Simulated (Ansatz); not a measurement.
# BH2O− (SMILES B[O-]): functionals against CCSD(T) at one geometry

How do the functionals fare away from a minimum? The structure is a structure displaced at random from a GFN2-xTB minimum.

Computed with Ansatz 0.2.0, Gaussian basis. Level: single points in def2-TZVPPD.

Correlated methods freeze the cores.

**1. The system as given**

SMILES `B[O-]`, 4 atoms, charge -1, spin multiplicity 1.

Atoms are counted from 1 here; the program's logs count them from 0.

Bond lengths: B1–O2 1.236 Å, B1–H3 1.032 Å. Angles: O2–B1–H3 129.2°.

As a file:

```xyz
4
charge -1, multiplicity 1
B    -0.0468   -0.1905    0.1707
O     1.0349   -0.4667    0.7008
H    -0.9260   -0.7304    0.1633
H    -0.1876    0.8181   -0.9180
```

**2. CCSD(T)/def2-TZVPPD**

The input, run/in.yaml:

```yaml
crystal:
  periodic: [false, false, false]
  atoms:
    - {symbol: B, position_ang: [-0.046800, -0.190500, 0.170700]}
    - {symbol: O, position_ang: [1.034900, -0.466700, 0.700800]}
    - {symbol: H, position_ang: [-0.926000, -0.730400, 0.163300]}
    - {symbol: H, position_ang: [-0.187600, 0.818100, -0.918000]}
basis:
  gaussian: {orbitals: "def2-TZVPPD.json"}
total_charge: -1
correlation: {method: ccsd_t}
output: {forces: true}
```

The basis file named in the input lies beside it (Basis Set Exchange, JSON).

No record of the launch command was kept for these runs.

**3. PBE0-D4/def2-TZVPPD**

Changes to run/in.yaml since step 2:

```diff
@@ -10,3 +10,3 @@
 total_charge: -1
-correlation: {method: ccsd_t}
-output: {forces: true}
+hamiltonian: {xc: pbe0, dispersion: d4}
+output: {forces: true, orbitals: {seedname: orbitals}}
```

**4. wB97M-V/def2-TZVPPD**

Changes to run/in.yaml since step 3:

```diff
@@ -10,3 +10,3 @@
 total_charge: -1
-hamiltonian: {xc: pbe0, dispersion: d4}
-output: {forces: true, orbitals: {seedname: orbitals}}
+hamiltonian: {xc: {name: wB97M-V}}
+output: {forces: true}
```

**5. r2SCAN-D4/def2-TZVPPD**

Changes to run/in.yaml since step 4:

```diff
@@ -10,3 +10,3 @@
 total_charge: -1
-hamiltonian: {xc: {name: wB97M-V}}
+hamiltonian: {xc: r2scan, dispersion: d4}
 output: {forces: true}
```

**6. PBE-D4/def2-TZVPPD**

Changes to run/in.yaml since step 5:

```diff
@@ -10,3 +10,3 @@
 total_charge: -1
-hamiltonian: {xc: r2scan, dispersion: d4}
+hamiltonian: {xc: pbe, dispersion: d4}
 output: {forces: true}
```

**7. BLYP-D4/def2-TZVPPD**

Changes to run/in.yaml since step 6:

```diff
@@ -10,3 +10,3 @@
 total_charge: -1
-hamiltonian: {xc: pbe, dispersion: d4}
+hamiltonian: {xc: {name: BLYP}, dispersion: d4}
 output: {forces: true}
```

**8. HSE06-D4/def2-TZVPPD**

Changes to run/in.yaml since step 7:

```diff
@@ -10,3 +10,3 @@
 total_charge: -1
-hamiltonian: {xc: {name: BLYP}, dispersion: d4}
+hamiltonian: {xc: hse06, dispersion: d4}
 output: {forces: true}
```

(Steps that only read results are left out.)

**Question.** What will these runs give? Wanted: RMS force component; RMS force error; HOMO and LUMO, PBE0-D4; T1 diagnostic.

The runs gave:

| quantity | value |
| --- | --- |
| RMS force component | 2.675 to 2.810 eV/Å over the methods |
| RMS force error | PBE0-D4 0.354, wB97M-V 0.299, r2SCAN-D4 0.274, PBE-D4 0.131, BLYP-D4 0.188, HSE06-D4 0.349 eV/Å |
| HOMO and LUMO, PBE0-D4 | 0.06 and 4.22 eV |
| T1 diagnostic | 0.018 |

What this shows: On forces the order runs from PBE-D4 to PBE0-D4. Frozen-core CCSD(T) forces in triple zeta carry basis errors of their own, and this is one geometry, so small gaps rank nothing.
